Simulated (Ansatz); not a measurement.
Task: harmonic frequencies at the relaxed geometry of C2H4, SMILES C=C, with the Ansatz DFT code, driven from Python. Give the script and its output. Level of theory (for the species named): CAM-B3LYP, 6-31G* basis, multiplicity 1.

Input file `c2h4.xyz`:
```text
6

C    -0.08688   -0.63679   -0.14222
C     0.08665    0.63672    0.14216
H     0.03118   -1.40901    0.60040
H    -0.35624   -0.96985   -1.13123
H    -0.02925    1.40908   -0.60062
H     0.35454    0.96985    1.13152
```

The script, `freq_c2h4.py`:
```python
import warnings

import ansatz as az
import numpy as np


def main() -> None:
    warnings.simplefilter("ignore", az.DeckWarning)

    geometry = az.Crystal.molecule_from_extxyz("c2h4.xyz")

    setup = geometry.calculation()
    setup = setup.basis(gaussian="6-31G*")
    setup = setup.functional("CAM-B3LYP")
    symbols = [site.symbol for site in geometry.cartesian_sites]
    start = np.array([site.position_ang for site in geometry.cartesian_sites], dtype=float)
    data = setup.relax(force_tolerance=0.003).run(threads=1, backend="cpu").report
    end = np.array(data["positions_ang"])

    print("final positions (A) and the move of each atom")
    for symbol, xyz, old in zip(symbols, end, start):
        print(f"{symbol:2s} {xyz[0]:10.5f} {xyz[1]:10.5f} {xyz[2]:10.5f}   {np.linalg.norm(xyz - old):7.4f}")

    minimum = az.Crystal.molecule()
    for symbol, xyz in zip(symbols, end):
        minimum = minimum.atom(symbol, xyz.tolist())
    vibrating = (
        minimum.calculation()
        .basis(gaussian="6-31G*")
        .functional("CAM-B3LYP")
        .phonons(temperatures=(200, 600, 100))
    )
    vib = vibrating.run(threads=1, backend="cpu").report["vibrations"]
    sums = vib["harmonic_sums"]
    modes = [m["omega_inv_cm"] for m in sums["modes_at_gamma"] if m["rigid_motion"] == "no"]
    print("frequencies (1/cm):", " ".join(f"{w:.0f}" for w in modes))
    print("imaginary modes:", sum(w < 0 for w in modes), " zero-point energy:", round(sums["zero_point_energy_ev"], 4), "eV")
    print("T (K)   F_vib (eV)   S_vib (meV/K)   C_vib (meV/K)")
    for row in zip(sums["temperatures_k"], sums["vibrational_free_energy_ev"], vib["entropy_ev_per_k"], vib["heat_capacity_ev_per_k"]):
        print(f"{row[0]:6.1f} {row[1]:11.4f} {1000 * row[2]:13.4f} {1000 * row[3]:15.4f}")

    heavier = vibrating.phonons(masses={"H": 2.014102}).run(threads=1, backend="cpu").report["vibrations"]["harmonic_sums"]
    print("deuterated (1/cm):", " ".join(f"{m['omega_inv_cm']:.0f}" for m in heavier["modes_at_gamma"] if m["rigid_motion"] == "no"))
    print("zero-point energy falls by", round(sums["zero_point_energy_ev"] - heavier["zero_point_energy_ev"], 4), "eV")


if __name__ == "__main__":
    main()
```

```console
$ python freq_c2h4.py
final positions (A) and the move of each atom
C    -0.08761   -0.64123   -0.14310    0.0046
C     0.08761    0.64123    0.14311    0.0047
H     0.03143   -1.41703    0.60794    0.0110
H    -0.35806   -0.97340   -1.14141    0.0109
H    -0.03144    1.41703   -0.60793    0.0110
H     0.35807    0.97340    1.14142    0.0111
frequencies (1/cm): 841 987 991 1079 1255 1406 1501 1750 3178 3196 3253 3276
imaginary modes: 0  zero-point energy: 1.4081 eV
T (K)   F_vib (eV)   S_vib (meV/K)   C_vib (meV/K)
 200.0      1.4080        0.0031          0.0182
 300.0      1.4069        0.0225          0.0903
 400.0      1.4029        0.0617          0.1881
 500.0      1.3941        0.1140          0.2830
 600.0      1.3798        0.1732          0.3663
deuterated (1/cm): 605 750 763 817 1019 1023 1112 1627 2296 2373 2427 2439
zero-point energy falls by 0.3387 eV
```

Notes:
- These settings explore the input space; basis and method may be short of convergence.
- The frequencies are harmonic and unscaled, in a modest basis. The result belongs to the one conformer reached from this start, and soft torsions count as harmonic oscillators.
- Finished in 22 s on 1 thread of Arm Neoverse V2, on a shared host, peak memory 0.18 GiB.

(Lines on the test bed's own set-up are left out of the output.)
